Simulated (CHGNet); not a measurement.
# Graphite

The numbers are results of the machine-learned potential CHGNet-r²SCAN (trained on r²SCAN data), not measurements.

Cell (relaxed at this level):

Space group P6₃/mmc (No. 194); a = 2.4564 Å, b = 2.4564 Å, c = 7.1019 Å, α = 90.00°, β = 90.00°, γ = 120.00°

| atom | site | symmetry | x | y | z |
|---|---|---|---|---|---|
| C | 2b | -6m2 | 0.0000 | 0.0000 | 0.2500 |
| C | 2c | -6m2 | 0.3333 | 0.6667 | 0.2500 |

```
Item                  Result
-------------------  -------
lattice parameter a  2.456 Å
c axis length        7.102 Å
```

Measured, for comparison: lattice constant a 2.461 Å (300 K, not corrected to a static lattice, our sources range from 2.456 to 2.461; as tabulated in Wikipedia's data pages); lattice parameter c 6.67 Å (low temperature, zero-point motion not removed; as tabulated in Berland et al. (2010), arXiv:1007.3305). Computed (rounded) less measured: lattice constant a -0.2 % (inside the range of the sources held), lattice parameter c +6.5 %.

A machine-learned potential is trained on density-functional data: it inherits that level's misses and adds fitting errors of its own.

Note: this model's volume lies 6 % above that of the starting cell (a measured, published or database cell).
